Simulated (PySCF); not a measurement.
**[BH4]− (SMILES [H][B-]([H])([H])[H]) at CCSDT/STO-6G**

What is the energy change on altering one bond length of [BH4]− at CCSDT/STO-6G? Input form: a Python script.

The results are computed with PySCF 2.14.0.

10 further runs of the same task are left out: 1 that didn't finish, 9 set aside as unsound or not needed.

### Step 1. The system as given

The species is [BH4]− (5 atoms), meant as a singlet with charge -1. SMILES: `[H][B-]([H])([H])[H]`. The shape is that of a GFN2-xTB optimisation.

Bond lengths: B1–H2 1.229 Å, B1–H3 1.229 Å, B1–H4 1.229 Å, B1–H5 1.229 Å. Angles: H2–B1–H3 109.5°, H2–B1–H4 109.5°, H2–B1–H5 109.5°, H3–B1–H4 109.5°, H3–B1–H5 109.5°, H4–B1–H5 109.5°.

### Step 2. A single-point energy at CCSDT/STO-6G

Contents of run.py:

```python
# [BH4]-
from pyscf import gto, scf, cc

molecule = gto.Mole()
molecule.atom = '''
B    0.000000  -0.000190  -0.000050
H    0.011880  -0.020580   1.229120
H    1.154650   0.011840  -0.420810
H   -0.587600   1.007810  -0.387560
H   -0.578930  -0.998880  -0.420690
'''
molecule.basis = 'sto-6g'
molecule.max_memory = 1860
molecule.charge = -1
molecule.spin = 0
molecule.verbose = 3
molecule.build()

mf = scf.RHF(molecule)
mf.conv_tol = 1e-10
mf.kernel()
if not mf.converged:
    mf = mf.newton().run(mf.mo_coeff, mf.mo_occ)

mycc = cc.CCSDT(mf, frozen=1)
mycc.kernel()
energy = mycc.e_tot
print(f'total energy: {energy:.8f} hartree')
```

On the command line:

```console
$ OMP_NUM_THREADS=1 python run.py
```

The log of the run:

```text
converged SCF energy = -26.812694926634
_make_eris_incore_RCCSDT

WARN: A large `blksize` is being used, which may cause large memory consumption
      for storing contraction intermediates. If memory is sufficient, consider using
      `pyscf.cc.rccsdt_highm.RCCSDT` instead.

WARN: A large `blksize_oovv` is being used, which may cause large memory consumption
      for storing contraction intermediates. If memory is sufficient, consider using
      `pyscf.cc.rccsdt_highm.RCCSDT` instead.

WARN: A large `blksize_oooo` is being used, which may cause large memory consumption
      for storing contraction intermediates. If memory is sufficient, consider using
      `pyscf.cc.rccsdt_highm.RCCSDT` instead.

RCCSDT converged
E(RCCSDT) = -26.88174642045854   E_corr = -0.06905149382454143
E_corr(same-spin) = -0.000727073181622158
E_corr(oppo-spin) = -0.0683244206429193
total energy: -26.88174642 hartree
```

Run time: 0.52 s. Hardware: 1 thread of Arm Neoverse V2, shared host; peak memory 0.1 GiB.

### Step 3. The distorted shape, same level

Contents of geometry.xyz:

```xyz
5
BH4
B      0.470091    -0.806609     0.309965
H      0.481971    -0.826999     1.539135
H      1.624741    -0.794579    -0.110795
H     -0.587600     1.007810    -0.387560
H     -0.108839    -1.805299    -0.110675
```

Contents of input.py:

```python
from pyscf import gto, cc

molecule = gto.M(
    atom='geometry.xyz',
    verbose=3,
    basis='sto-6g',
    max_memory=1860,
    charge=-1,
)

mf = molecule.RHF()
mf.conv_tol = 1e-10
mf.kernel()
if not mf.converged:
    mf = mf.newton().run(mf.mo_coeff, mf.mo_occ)

mycc = cc.CCSDT(mf, frozen=1)
mycc.kernel()
e_final = mycc.e_tot
print(f'total energy: {e_final:.8f} hartree')
```

On the command line:

```console
$ OMP_NUM_THREADS=1 python input.py
```

The log of the run:

```text
converged SCF energy = -26.628104040338
_make_eris_incore_RCCSDT

WARN: A large `blksize` is being used, which may cause large memory consumption
      for storing contraction intermediates. If memory is sufficient, consider using
      `pyscf.cc.rccsdt_highm.RCCSDT` instead.

WARN: A large `blksize_oovv` is being used, which may cause large memory consumption
      for storing contraction intermediates. If memory is sufficient, consider using
      `pyscf.cc.rccsdt_highm.RCCSDT` instead.

WARN: A large `blksize_oooo` is being used, which may cause large memory consumption
      for storing contraction intermediates. If memory is sufficient, consider using
      `pyscf.cc.rccsdt_highm.RCCSDT` instead.

RCCSDT converged
E(RCCSDT) = -26.73527613167621   E_corr = -0.1071720913382224
E_corr(same-spin) = -0.00133710611988927
E_corr(oppo-spin) = -0.105834985218333
total energy: -26.73527613 hartree
```

Wall time 0.62 s (1 thread of Arm Neoverse V2, shared host); peak memory 0.12 GiB.

### Step 4. Summary of results

At CCSDT/STO-6G, 1 core orbital frozen:

| quantity | value |
| --- | --- |
| first shape: total energy | -26.88175 Eh |
| first shape: HOMO energy (Hartree–Fock orbitals) | -2.28 eV |
| first shape: LUMO energy (Hartree–Fock orbitals) | 28.38 eV |
| first shape: HOMO–LUMO gap (to an unbound level, set by the basis) | 30.65 eV |
| first shape: correlation energy (1 core orbital frozen) | -69.1 mEh |
| first shape: T1 diagnostic | 0.004 |
| distorted shape: total energy | -26.73528 Eh |
| distorted shape: HOMO energy (Hartree–Fock orbitals) | 1.80 eV |
| distorted shape: LUMO energy (Hartree–Fock orbitals) | 15.46 eV |
| distorted shape: HOMO–LUMO gap (to an unbound level, set by the basis) | 13.66 eV |
| distorted shape: correlation energy (1 core orbital frozen) | -107.2 mEh |
| distorted shape: T1 diagnostic | 0.043 |
| energy change with the B1–H4 bond stretched from 1.229 to 2.213 Å | 3.986 eV |

What this shows: With the B1–H4 bond stretched from 1.229 to 2.213 Å the energy rises by 3.99 eV (385 kJ/mol). The first shape isn't relaxed at this level, so the change isn't measured from a minimum. The minimal basis adds a large error of its own. Mulliken charges (first shape) of the mean-field density run from -0.23 on H2 to -0.08 on B1. The T1 diagnostic (distorted shape) of 0.043 is above the customary mark for such species, so a single reference may not serve. Mulliken charges (distorted shape) of the mean-field density run from -0.49 on H4 to +0.04 on B1. The HOMO (distorted shape) lies at positive energy, 1.80 eV: the electron is unbound at this level or held by a compact basis; values depend on the basis.
